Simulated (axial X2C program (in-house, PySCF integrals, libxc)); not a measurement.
**A two-component session on AlF⁻: EOM-EA-CCSD levels**

Aim: EOM-EA-CCSD levels of AlF⁻, with spin–orbit coupling in the Hamiltonian from the start.

Method: two-component X2C with atomic mean-field terms, Al dyall-av3z, F dyall-av3z; program: an in-house X2C program for linear molecules on PySCF integrals.

All values are calculated.

**1. Set-up**

File task.json:

```json
{"zs": [13, 9], "q": -1, "bas": ["dyall-av3z", "dyall-av3z"], "r0": 1.9, "eom": "ea", "thr": -2.0, "nmax": 92, "grid": [1, 0.96, 1.045, 0.92, 1.09, 1.15], "rq": 0}
```

Keys: zs atomic numbers; q charge; bas basis sets; r0 starting distance in Å; eom kind of EOM run; thr threshold in hartree for freezing inner shells (an s shell follows its p shell); nmax most natural virtual spinors; grid distances as factors.

Launch:

```bash
python soeom.py task.json out
```

The runs that follow: EOM-EA-CCSD at 1.678 Å.

Q: Predict the outcome of this session. Wanted: next root led by one particle; T1 of the reference; lowest state, Re and ωe.

The runs gave:

```
                     quantity                          value
       lowest root at 1.678 Å             Ω = 1/2, -0.180 eV
next root led by one particle  Ω = 3/2, about 10 cm⁻¹ higher
          T1 of the reference                          0.017
      lowest state, Re and ωe              1.710 Å, 687 cm⁻¹
```

The added electron is unbound by 0.18 eV in a spinor of 88% Al pπ, 7% F pπ. Errors of 0.1 to 0.3 eV are usual at this size, and roots led by higher excitations are left out, so the list is incomplete, and low states of that kind can be missing. The bond is 0.036 Å longer than in the closed-shell reference at CCSD (1.674 Å).
